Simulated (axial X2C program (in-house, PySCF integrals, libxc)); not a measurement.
## O₂: computed against measured constants

Computed with an in-house relativistic program for diatomic molecules. Spin-free means the one-electron spin-free X2C Hamiltonian; two-component (2c) means X2C with spin–orbit coupling and atomic mean-field two-electron Coulomb and Gaunt terms, so the difference of the two also holds small scalar two-electron terms. Basis: O dyall-av3z [7s6p3d2f] (cores contracted in-house); Gaussian nuclei, density fitting, unrestricted open shells. Masses: O 15.995 u.

```
Hamiltonian    level  Re (Å)  ωe (cm⁻¹)  ωexe (cm⁻¹)  De (eV)
  spin-free     PBE0   1.193     1708.3         9.81     5.38
  spin-free       HF   1.159     1961.9         9.22     1.53
  spin-free      MP2   1.223     1457.8         15.6     5.49
  spin-free     CCSD   1.201     1659.5         10.3     4.64
  spin-free  CCSD(T)   1.212     1576.1           11     4.98
  spin-free  r2SCAN0   1.187     1744.7         9.74     4.95
  spin-free     BLYP   1.230     1487.1         9.58     5.87
  spin-free    TPSSh   1.208     1612.2         9.87     5.21
         2c     PBE0   1.193     1708.0          9.8     5.39
         2c       HF   1.159     1961.5         9.17     1.54
         2c     CCSD   1.201     1660.5         10.3     4.64
         2c  CCSD(T)   1.212     1576.8         11.1     4.97
         2c  r2SCAN0   1.187     1744.4         9.73     4.96
         2c     BLYP   1.230     1486.8         9.57     5.88
         2c    TPSSh   1.208     1612.0         9.86     5.21
```

De refers to O + O.

Correlated methods: 12 electrons correlated (number of frozen shells: O 1 s), 196 virtual spin orbitals or spinors in MP2, 125 natural virtuals in coupled cluster.

Measured (Huber and Herzberg, Constants of Diatomic Molecules, 1979; state 3Σg-): Re (Å) 1.20752, ωe (cm⁻¹) 1580.19, ωexe (cm⁻¹) 11.981.

Task: Work out the error of each level, computed minus measured.

Result: 

| Hamiltonian | level | Re (Å) | ωe (cm⁻¹) | ωexe (cm⁻¹) |
| --- | --- | --- | --- | --- |
| spin-free | PBE0 | -0.015 | 128.1 | -2.17 |
| spin-free | HF | -0.049 | 381.7 | -2.76 |
| spin-free | MP2 | 0.015 | -122.4 | 3.62 |
| spin-free | CCSD | -0.007 | 79.3 | -1.68 |
| spin-free | CCSD(T) | 0.004 | -4.1 | -0.98 |
| spin-free | r2SCAN0 | -0.021 | 164.5 | -2.24 |
| spin-free | BLYP | 0.022 | -93.1 | -2.40 |
| spin-free | TPSSh | 0.000 | 32.0 | -2.11 |
| 2c | PBE0 | -0.015 | 127.8 | -2.18 |
| 2c | HF | -0.049 | 381.3 | -2.81 |
| 2c | CCSD | -0.007 | 80.3 | -1.68 |
| 2c | CCSD(T) | 0.004 | -3.4 | -0.88 |
| 2c | r2SCAN0 | -0.021 | 164.2 | -2.25 |
| 2c | BLYP | 0.022 | -93.4 | -2.41 |
| 2c | TPSSh | 0.000 | 31.8 | -2.12 |

One determinant describes the state; a PBE0 search over occupations chose it and may have missed a lower one. Dissociation energies refer to the lowest single-determinant-based atoms at the same level and basis. Density functionals use the spin component along the axis (collinear). CCSD and (T) use frozen natural virtuals with an MP2 correction for the truncation; (T) itself is uncorrected, so its De runs slightly low. A 2c atom that is not at its ground J level misses part of its spin–orbit lowering, and De is too large by that part (0.04 eV or less for light atoms). This holds for PBE0, r2SCAN0, BLYP, TPSSh. Without a current term, density functionals place determinants with orbital angular momentum somewhat too high. With several unpaired electrons one determinant need not be a pure state. Open-shell Ω = 0 determinants with evenly filled partner blocks cannot be reached by this program, so the Ω shown need not be the lowest component. This is the Ω = 1 component of a π² triplet; the 0⁺ component is not one determinant and can lie lowest.
